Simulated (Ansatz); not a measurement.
The first iterations of a band of CH$_{3}$MgO (6 atoms, charge 0, multiplicity 2).

The calculation used UKS r2SCANh/def2-SVP (Ansatz 0.2.0).

```yaml
movable_images: 7
climbing_image: yes
spring: 5.0 eV/Å²
optimiser: quadratic models (default)
start_path: through a guess of the saddle point
force_threshold: 0.05 eV/Å
iteration_limit: 60
end_points: relaxed
```

Image 0:

```xyz
6
Properties=species:S:1:pos:R:3
O -0.535 -1.279 -1.048
C 0.318 -0.362 -0.500
Mg 0.190 1.071 0.991
H -1.391 -1.216 -0.616
H 1.279 -0.478 -1.032
H 0.140 2.263 2.205
```

Image 8:

```xyz
6
Properties=species:S:1:pos:R:3
O -0.626 -0.656 0.001
C 0.401 0.417 -0.017
Mg 0.420 -0.726 1.773
H -1.193 -0.692 -0.778
H 1.086 0.259 -0.865
H -0.089 1.398 -0.115
```

| iteration | highest image above the first end (eV) | largest band force component (eV/Å) |
| --- | --- | --- |
| 1 | 23.467 | 70.144 |
| 2 | 7.305 | 21.231 |
| 3 | 3.645 | 12.640 |
| 4 | 1.813 | 5.714 |
| 5 | 1.439 | 2.469 |
| 6 | 2.101 | 2.868 |

Task: Does the band converge within its limit, and where does its top end?

Result: The forces met the threshold. It ended after 20 iterations with the highest image 1.061 eV above the first end. A vibrational analysis at the climbing image gives one clearly imaginary mode, 541i cm⁻¹: a first-order saddle point.

Time of the run: 6.1 min on 2 threads of Intel(R) Xeon(R) Platinum 8259CL CPU @ 2.50GHz (Skylake/Cascade Lake), with other jobs on the host, peak memory 0.23 GiB.
